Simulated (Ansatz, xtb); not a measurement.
CH4ClSi: where a starting geometry ends

The starting geometry of this gas-phase doublet has its atoms placed at random.

```xyz
7

C     0.8347    1.5023   -0.2096
Cl   -0.9002    0.0406   -0.3316
Si   -1.6540   -0.6822    1.1869
H     0.3800    0.9839    0.5485
H    -0.0266    1.8986    0.0341
H     0.7003    0.8590   -1.5650
H    -0.7186   -1.9328    0.2616
```

Task: Guess where an optimisation with r2SCAN-D4/def2-SVP ends from this start.

Result: It ends as `C[SiH]Cl`. Distances that change by over a tenth: C1–H5 (0.98 → 1.10 Å), Cl2–Si3 (1.84 → 2.09 Å). Contacts that close: C1–Si3 (3.59 → 1.88 Å), C1–H6 (1.51 → 1.10 Å), Si3–H7 (1.82 → 1.50 Å).

The energy falls by 10.76 eV over 19 steps:

```tsv
step	E − E(last) (eV)
1	10.756
3	4.256
5	3.062
7	2.854
9	2.761
11	2.492
13	1.317
15	0.187
17	0.001
19	0.000
```

Final geometry (Å):

```xyz
7

C     0.3917    0.9985    0.0135
Cl   -2.4727   -0.2075   -0.8821
Si   -0.9254   -0.2384    0.5165
H     1.2300    0.9759    0.7283
H    -0.0126    2.0218   -0.0171
H     0.7819    0.7517   -0.9886
H    -0.3774   -1.6326    0.5543
```

From the same start GFN2-xTB ends elsewhere, in pieces: ClHSi + CH3.

From so rough a start the end depends on the optimiser's path, so another program may land elsewhere. No frequencies were run, so the end isn't proven a minimum. Open shells are spin-unrestricted. Run with Ansatz 0.2.0, 2.4 min on 1 thread of AMD EPYC 7R43 64-Core Processor (Zen 3), with other jobs on the host.
